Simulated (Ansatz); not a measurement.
# C4H5N2: the cost of one run

Program: Ansatz 0.2.0. Level of theory: the levels named in each step. These are calculated values, not measurements.

## 1. The structure to begin with

Bond lengths: C1–C2 1.393 Å, C2–N3 1.337 Å, N3–C4 1.333 Å, C4–C5 1.393 Å, C1–N6 1.317 Å, C5–N6 1.320 Å, C1–H7 1.082 Å, C2–H8 1.080 Å, N3–H9 1.022 Å, C4–H10 1.080 Å, C5–H11 1.082 Å. Angles (14 of 16 angles, heavy atoms first): C1–C2–N3 118.0°, C2–C1–N6 121.6°, C2–N3–C4 121.6°, N3–C4–C5 118.1°, C4–C5–N6 121.5°, C1–N6–C5 119.2°, C1–C2–H8 123.0°, N3–C2–H8 119.1°, C2–C1–H7 121.6°, N6–C1–H7 116.8°, C2–N3–H9 119.2°, C4–N3–H9 119.2°, N3–C4–H10 119.0°, C5–C4–H10 123.0°.

Coordinates:

```xyz
11

C     1.1200   -0.7490   -0.0038
C     1.1806    0.6426    0.0286
N     0.0287    1.3206    0.0307
C    -1.1495    0.6974    0.0031
C    -1.1536   -0.6956   -0.0304
N    -0.0302   -1.3896   -0.0335
H     2.0163   -1.3549   -0.0064
H     2.1117    1.1900    0.0510
H     0.0512    2.3420    0.0520
H    -2.0541    1.2877    0.0077
H    -2.0770   -1.2587   -0.0554
```

## 2. A rough first relaxation, PBE-D4/def2-SVP

input.yaml reads:

```yaml
crystal:
  periodic: [false, false, false]
  atoms:
    - { symbol: C, position_ang: [1.12, -0.74904, -0.00378] }
    - { symbol: C, position_ang: [1.18065, 0.64264, 0.02861] }
    - { symbol: "N", position_ang: [0.02868, 1.32063, 0.03067] }
    - { symbol: C, position_ang: [-1.14952, 0.69737, 0.00312] }
    - { symbol: C, position_ang: [-1.15356, -0.6956, -0.03042] }
    - { symbol: "N", position_ang: [-0.03023, -1.38963, -0.03352] }
    - { symbol: H, position_ang: [2.01631, -1.35492, -0.00642] }
    - { symbol: H, position_ang: [2.11169, 1.18995, 0.051] }
    - { symbol: H, position_ang: [0.05116, 2.34202, 0.052] }
    - { symbol: H, position_ang: [-2.05413, 1.28775, 0.00766] }
    - { symbol: H, position_ang: [-2.07703, -1.25867, -0.05545] }
total_charge: 1
basis:
  gaussian: { orbitals: def2-SVP }
hamiltonian:
  xc: pbe
  dispersion: d4
relax:
  f_tol: 0.03
  max_steps: 200
```

Command:

```bash
> ansatz run input.yaml --threads 4 --pin off --max-ram 10240MiB --backend cpu --events-out ev --progress --plain --runs-dir out
```

**Question.** How long does this run take on 4 threads of Intel Xeon at 2.50GHz (Skylake/Cascade Lake), shared host, and how much memory does it need?

About 11 s, with a peak of 0.16 GiB.
